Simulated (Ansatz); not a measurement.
The end point of a relaxation of Cu. Space group Fm-3m (No. 225), fcc (Cu type). Method: PBE (plane waves to 420 eV, PAW, scalar-relativistic; Ansatz, a quantum-chemistry and plane-wave program).

```cif
data_Cu
_chemical_formula_sum 'Cu1'
_space_group_name_H-M_alt 'P 1'
_space_group_IT_number 1
_cell_length_a 2.56633
_cell_length_b 2.56633
_cell_length_c 2.56633
_cell_angle_alpha 119.991
_cell_angle_beta 119.991
_cell_angle_gamma 90.016
loop_
_space_group_symop_operation_xyz
  'x, y, z'
loop_
_atom_site_label
_atom_site_type_symbol
_atom_site_fract_x
_atom_site_fract_y
_atom_site_fract_z
_atom_site_occupancy
Cu1 Cu 0.00000 0.00000 0.00000 1
```

For Cu, the volume per atom is 11.95 Å³ and the density is 8.83 g/cm³. The band gap is no gap (metallic). The shortest distances comes out as Cu–Cu 2.57 Å and the k-mesh is 25×25×25.

No spin polarisation in the result.

Measured for Cu: a 3.595 Å (static lattice; corrected from measurement; as listed in Gábor I. Csonka et al., Physical Review B (2009)). Computed minus measured — a: PBE +1.0 %. The computed values are for a static lattice.

The run could not lose the symmetry of its start.
